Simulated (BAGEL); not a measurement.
**HF/6-31G(d) (density fitting with cc-pvqz-jkfit, spherical functions) run of S2F2 (Difluorodisulfane)**

What is the energy change on altering one bond length of S2F2 (Difluorodisulfane) at HF/6-31G* (density fitting with cc-pvqz-jkfit, spherical functions)? 

The results are computed with BAGEL 1.2.2.

4 further runs of the same task are left out: 1 that didn't finish, 3 set aside as unsound or not needed. Runs told in other sessions of the task aren't counted.

## 1. The molecule

The species is S2F2 (4 atoms), meant as a singlet with charge 0. As SMILES, `FSSF`. The coordinates come from a PBE0-D4/def2-TZVP relaxation.

Bond lengths: F1–S2 1.631 Å, S2–S3 1.890 Å, S3–F4 1.631 Å. Angles: F1–S2–S3 108.6°, S2–S3–F4 108.6°.

## 2. A single-point energy at HF/6-31G(d) (density fitting with cc-pvqz-jkfit, spherical functions)

Contents of calc.json:

```json
{ "bagel": [

{
  "title": "molecule",
  "basis": "6-31gs.json",
  "df_basis": "cc-pvqz-jkfit",
  "angstrom": true,
  "geometry": [
    { "atom": "F", "xyz": [   -1.783750,   -0.199930,   -0.621590 ] },
    { "atom": "S", "xyz": [   -0.467670,    0.764150,   -0.632370 ] },
    { "atom": "S", "xyz": [    1.044990,   -0.276390,   -0.184720 ] },
    { "atom": "F", "xyz": [    1.206410,   -0.287820,    1.438680 ] }
  ]
},
{ "title": "hf" },
{ "title": "print", "file": "orbitals.molden", "orbitals": true }

]}
```

The basis set 6-31G* is read from a file made from the Basis Set Exchange's data (not shown).

On the command line:

```
$ BAGEL_NUM_THREADS=1 BAGEL calc.json > calc.out
```

The program printed:

```text
* using 1 threads per process

  ===============================================================
  ===============================================================

  *** Geometry ***

  { "atom" : "F", "xyz" : [     -3.370799,     -0.377813,     -1.174635 ] },
  { "atom" : "S", "xyz" : [     -0.883768,      1.444034,     -1.195006 ] },
  { "atom" : "S", "xyz" : [      1.974745,     -0.522301,     -0.349070 ] },
  { "atom" : "F", "xyz" : [      2.279784,     -0.543901,      2.718711 ] },

  Number of auxiliary basis functions:      508

  Since a DF basis is specified, we compute 2- and 3-index integrals:
    o Being stored without compression. Storage requirement is 0.017 GB

  Number of basis functions:       64
  Number of electrons      :       50

    * METHOD: MOLECULE                             0.20

  *** RHF ***

  === Nuclear Repulsion ===
   230.1283191138

      * DIIS with orbital gradients will be used.

  === RHF iteration (6-31gs.json) ===
      0       -993.56220050          0.02443773           0.05
      1       -993.68419123          0.01927389           0.05
      2       -993.80954043          0.00178231           0.05
      3       -993.81435854          0.00057913           0.05
      4       -993.81494272          0.00015787           0.05
      5       -993.81498225          0.00004261           0.05
      6       -993.81498435          0.00000806           0.05
      7       -993.81498442          0.00000214           0.05
      8       -993.81498442          0.00000087           0.05
      9       -993.81498442          0.00000031           0.05
     10       -993.81498442          0.00000011           0.05
     11       -993.81498442          0.00000004           0.05
     12       -993.81498442          0.00000002           0.05
     13       -993.81498442          0.00000000           0.05
    * SCF iteration converged.

    * Permanent dipole moment:
           (   -0.365837,    -0.309068,     0.517747) a.u.

    * METHOD: HF                                   0.80

    * METHOD: PRINT                                0.01

  ===============================================================
```

It took 1.2 s on 1 thread of Arm Neoverse V2, shared host; peak memory 0.092 GiB.

## 3. The distorted shape, same level

Contents of input.json:

```json
{ "bagel": [

{
  "title": "molecule",
  "basis": "6-31gs.json",
  "df_basis": "cc-pvqz-jkfit",
  "angstrom": true,
  "geometry": [
    { "atom": "F", "xyz": [      -1.912886,      -0.190786,      -1.920308 ] },
    { "atom": "S", "xyz": [      -0.596806,       0.773294,      -1.931088 ] },
    { "atom": "S", "xyz": [       0.915854,      -0.267246,      -1.483438 ] },
    { "atom": "F", "xyz": [       1.206410,      -0.287820,       1.438680 ] }
  ]
},

{
  "title": "hf"
},

{
  "title": "print",
  "file": "orbitals.molden",
  "orbitals": true
}

]}
```

The basis set 6-31G* is read from a file made from the Basis Set Exchange's data (not shown).

On the command line:

```
$ BAGEL_NUM_THREADS=1 BAGEL input.json > input.out
```

The program printed:

```text
* using 1 threads per process

  ===============================================================
  ===============================================================

  *** Geometry ***

  { "atom" : "F", "xyz" : [     -3.614831,     -0.360533,     -3.628856 ] },
  { "atom" : "S", "xyz" : [     -1.127800,      1.461314,     -3.649227 ] },
  { "atom" : "S", "xyz" : [      1.730713,     -0.505022,     -2.803292 ] },
  { "atom" : "F", "xyz" : [      2.279784,     -0.543901,      2.718711 ] },

  Number of auxiliary basis functions:      508

  Since a DF basis is specified, we compute 2- and 3-index integrals:
    o Being stored without compression. Storage requirement is 0.017 GB

  Number of basis functions:       64
  Number of electrons      :       50

    * METHOD: MOLECULE                             0.19

  *** RHF ***

  === Nuclear Repulsion ===
   199.5153333931

      * DIIS with orbital gradients will be used.

  === RHF iteration (6-31gs.json) ===
      0       -993.22465045          0.02829694           0.05
      1       -983.81072956          0.10140866           0.05
      2       -993.51873417          0.01336958           0.05
      3       -993.60825557          0.00464174           0.05
      4       -993.62584947          0.00211441           0.05
      5       -993.63161170          0.00159700           0.05
      6       -993.63376439          0.00075299           0.05
      7       -993.63442998          0.00025914           0.05
      8       -993.63450130          0.00014755           0.05
      9       -993.63454909          0.00008335           0.05
     10       -993.63455638          0.00003838           0.05
     11       -993.63455783          0.00001816           0.05
     12       -993.63455837          0.00001218           0.05
     13       -993.63455863          0.00000792           0.05
     14       -993.63455889          0.00000592           0.05
     15       -993.63455892          0.00000474           0.05
     16       -993.63455905          0.00000264           0.05
     17       -993.63455907          0.00000142           0.05
     18       -993.63455907          0.00000080           0.05
     19       -993.63455908          0.00000058           0.05
     20       -993.63455908          0.00000042           0.05
     21       -993.63455908          0.00000025           0.05
     22       -993.63455908          0.00000016           0.05
     23       -993.63455908          0.00000008           0.05
     24       -993.63455908          0.00000005           0.05
     25       -993.63455908          0.00000003           0.05
     26       -993.63455908          0.00000002           0.05
     27       -993.63455908          0.00000002           0.05
     28       -993.63455908          0.00000001           0.05
     29       -993.63455908          0.00000001           0.05
    * SCF iteration converged.

    * Permanent dipole moment:
           (    0.569355,    -0.718245,     3.002809) a.u.

    * METHOD: HF                                   1.58

    * METHOD: PRINT                                0.01

  ===============================================================
```

It took 1.9 s on 1 thread of Arm Neoverse V2, shared host; peak memory 0.092 GiB.

## 4. Results

Level: HF/6-31G* (density fitting with cc-pvqz-jkfit, spherical functions).

| quantity | value |
| --- | --- |
| first shape: total energy | -993.81498 Eh |
| first shape: dipole moment | 1.79 D |
| first shape: HOMO energy | -11.50 eV |
| first shape: LUMO energy | 2.89 eV |
| first shape: HOMO–LUMO gap | 14.39 eV |
| distorted shape: total energy | -993.63456 Eh |
| distorted shape: dipole moment | 7.98 D |
| distorted shape: HOMO energy | -9.86 eV |
| distorted shape: LUMO energy | -3.25 eV |
| distorted shape: HOMO–LUMO gap | 6.61 eV |
| energy change with the S3–F4 bond stretched from 1.631 to 2.937 Å | 4.910 eV |

What this shows: One bond (distorted shape) is far stretched, which a spin-restricted single reference describes badly; a broken-symmetry solution may lie lower. With the S3–F4 bond stretched from 1.631 to 2.937 Å the energy rises by 4.91 eV (474 kJ/mol). The first shape isn't relaxed at this level, so the change isn't measured from a minimum. A restricted reference can't describe the breaking bond well at this length.
